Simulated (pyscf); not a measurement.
Thermochemistry of product channels of `[BH2][NH2]` + `[CH2]=[CH2]` on the singlet surface, in kcal/mol, from ωB97M-D3(BJ)/def2-TZVP energies (ideal gas, 1 atm, RRHO with modes under 100 cm⁻¹ raised to 100, one conformer, R ln 2 for rigid chiral ones). PySCF, gas phase, ωB97X-D3(BJ)/def2-SVP geometries.

| products | ΔE | ΔH(298 K) | ΔG(600 K) | ΔG(1200 K) |
|---|---|---|---|---|
| `[CH3][CH2][BH][NH2]` | -35.0 | -31.7 | -11.0 | +8.7 |
| `[CH2]=[CH][BH][NH2]` + `[H][H]` | +1.1 | -2.0 | +0.9 | +1.6 |

The channel to H₃C–CH₂–BH–NH₂ turns unfavourable between 298 and 1200 K (ΔG from -21.4 kcal/mol to +8.7 kcal/mol).

These are energies of the channels, which say nothing of barriers. H₃C–CH₂–BH–NH₂ lies 12.3 kcal/mol over its isomer H₃C–B(CH₃)–NH₂, and others may lie lower still (electronic energy, ωB97M-D3(BJ)).
